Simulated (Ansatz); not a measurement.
Input for Ansatz (a first-principles code): R-CCSD(T)/cc-pVTZ on formamide (SMILES NC=O), atoms moved off the minimum.

Ansatz 0.2 input:
```yaml
crystal:
  periodic: [false, false, false]
  atoms:
    - {symbol: N, position_ang: [-1.19873940, 0.15246345, 0.47317868]}
    - {symbol: C, position_ang: [0.46422504, 0.42235263, 0.16178435]}
    - {symbol: O, position_ang: [0.98928403, -0.56611860, 0.20344504]}
    - {symbol: H, position_ang: [-1.49858587, -0.64363000, 0.26538996]}
    - {symbol: H, position_ang: [-1.70304659, 1.02135198, 0.20785258]}
    - {symbol: H, position_ang: [0.74669116, 1.26904808, -0.15200577]}
basis:
  gaussian:
    orbitals: cc-pVTZ
magnetization: {spin_polarized: false}
correlation: {method: ccsd_t, electrons: outside_noble_gas}
scf: {lower_state_search: off}
output: {forces: true}
```

Output:

```
Functional definition: HF
[...]
these checks for a lower state are left out or cut short: starts, cluster_reference, orbital_swaps, neighbouring_geometries, increment
integrals: 0.24 GiB planned
768 factors; integrals over basis functions are off by at most 1.1e-3 eV
mean field: 0.23 GiB planned
mean field evaluation 1: about -4592.1150 eV, gradient 4.3e1 eV
mean field evaluation 2: about -4592.1179 eV, gradient 4.3e1 eV
mean field evaluation 4: about -4595.7270 eV, gradient 3.3e0 eV
mean field evaluation 8: about -4595.7857 eV, gradient 2.6e-1 eV
mean field -4595.78624972 eV, -168.8920295413 hartree, gradient 7.5e-6 eV, S^2 0.000000; 0 other end points of the search recorded, 0 dependent functions left out
3 core orbitals not correlated
reference -4595.78624972 eV, -168.8920295413 hartree; 9, 9 occupied and 120, 120 virtual orbitals, 768 factors
densities: 1.10 GiB planned
second order -16.38905816 eV of doubles, -0.00000000 eV of singles
coupled cluster: 0.69 GiB planned
cycle   1  -16.21311207 eV  change    1.8e-1 eV  update   9.5e-2
cycle   2  -16.62667111 eV  change   -4.1e-1 eV  update   3.0e-2
cycle   3  -16.73768734 eV  change   -1.1e-1 eV  update   1.7e-2
cycle   4  -16.72220545 eV  change    1.5e-2 eV  update   5.1e-3
cycle   5  -16.72200085 eV  change    2.0e-4 eV  update   3.0e-3
cycle   6  -16.72345736 eV  change   -1.5e-3 eV  update   1.2e-3
cycle   7  -16.72287362 eV  change    5.8e-4 eV  update   6.4e-4
cycle   8  -16.72273495 eV  change    1.4e-4 eV  update   1.8e-4
cycle   9  -16.72282267 eV  change   -8.8e-5 eV  update   9.2e-5
cycle  10  -16.72278165 eV  change    4.1e-5 eV  update   4.2e-5
cycle  11  -16.72281329 eV  change   -3.2e-5 eV  update   2.1e-5
cycle  12  -16.72281922 eV  change   -5.9e-6 eV  update   9.8e-6
cycle  13  -16.72282341 eV  change   -4.2e-6 eV  update   4.6e-6
perturbative correction -0.71157246 eV, -0.0261498056 hartree
the calculation of the forces begins
Total energy: -4613.22064559 eV, -169.5327317720 hartree
Atom 0 at    -1.198739     0.152463     0.473179 Å, force     6.468564    12.865717     2.038901 eV/Å
Atom 1 at     0.464225     0.422353     0.161784 Å, force   -11.301418    -3.537445     2.136890 eV/Å
Atom 2 at     0.989284    -0.566119     0.203445 Å, force     5.919326    -6.511961     0.338985 eV/Å
Atom 3 at    -1.498586    -0.643630     0.265390 Å, force    -2.975998    -8.384124    -2.761062 eV/Å
Atom 4 at    -1.703047     1.021352     0.207853 Å, force    -0.047983    -1.621579     0.150658 eV/Å
Atom 5 at     0.746691     1.269048    -0.152006 Å, force     1.937509     7.189393    -1.904374 eV/Å
Dipole moment:    -0.069827     0.411263    -0.250065 e Å
Checks for a lower state left out: starts, cluster_reference, orbital_swaps, neighbouring_geometries, increment
```

The calculation finished and met its thresholds.

Cost: very roughly 70 core-seconds.
